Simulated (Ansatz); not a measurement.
# NH₃+ (doublet): the correlation ladder, def2-QZVPP

The task here is to estimate one member of a computed series from the others.

Computed with Ansatz 0.2.0, Gaussian basis. Level: def2-QZVPP, core rule «outside noble gas», up to 1 orbitals frozen.

To be run: UHF; ROHF; CCSD(T) on UHF.

## The geometry

The geometry is a PBE0/def2-TZVP stationary point (not a proven minimum).

4 atoms, charge 1, spin multiplicity 2.

Atoms are counted from 1 here; the program's logs count them from 0.

Bond lengths: N1–H2 1.024 Å, N1–H3 1.024 Å, N1–H4 1.024 Å. Angles: H2–N1–H3 120.0°, H2–N1–H4 120.0°, H3–N1–H4 120.0°.

Geometry (Å):

```xyz
4
H3N
N     0.0000    0.0000    0.0000
H     1.0240    0.0138   -0.0001
H    -0.5239    0.8799   -0.0028
H    -0.5001   -0.8937    0.0028
```

The first run:

in.yaml

```yaml
crystal:
  periodic: [false, false, false]
  atoms:
    - {symbol: N, position_ang: [0.000000, 0.000000, 0.000000]}
    - {symbol: H, position_ang: [1.024021, 0.013755, -0.000070]}
    - {symbol: H, position_ang: [-0.523923, 0.879946, -0.002762]}
    - {symbol: H, position_ang: [-0.500098, -0.893701, 0.002832]}
basis:
  gaussian: {orbitals: "def2-QZVPP.json"}
total_charge: 1
magnetization: {spin_polarized: true, initial_magnetization: 1}
hamiltonian: {xc: hf}
output: {orbitals: {seedname: orbitals}}
```

Started as:

```sh
$ ansatz run in.yaml --threads 1 --pin off --events-out ev --progress --plain --max-ram 2393MiB
```

Among the steps run: UHF; ROHF; CCSD(T) on UHF.

One of the session's tables, all rows but one given; the rest of the session is left out.

```
  method  from UCCSD(T) (meV)
    ROHF              +5947.5
     UHF              +5793.8
    UMP2                    ?
   UCCSD               +142.5
UCCSD(T)                    0
```

Q: Estimate the row for UMP2 from the others.

**Answer.** from UCCSD(T) (meV): +605.6. In the column «from UCCSD(T) (meV)» it lies between UCCSD (+142.5) and UHF (+5793.8).
